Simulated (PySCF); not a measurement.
All values below come from PySCF with PBE-D3(BJ)/def2-TZVP // B3LYP-D3(BJ)/def2-TZVP. Gas-phase values, no solvent. 

Reference species (SMILES): `F[SiH3]` (neutral, multiplicity 1).

| Property | Value |
|---|---|
| HOMO–LUMO gap | 7.29 eV |
| HOMO | -8.32 eV |

Changed species: `[SiH4]` (0 of 4 H replaced by F; the reference has 1 of 4 H replaced by F).

Predict the effect on the HOMO–LUMO gap and HOMO.

the HOMO–LUMO gap increases by 1.47 eV, to 8.76 eV; the HOMO falls by 0.20 eV, to -8.52 eV.
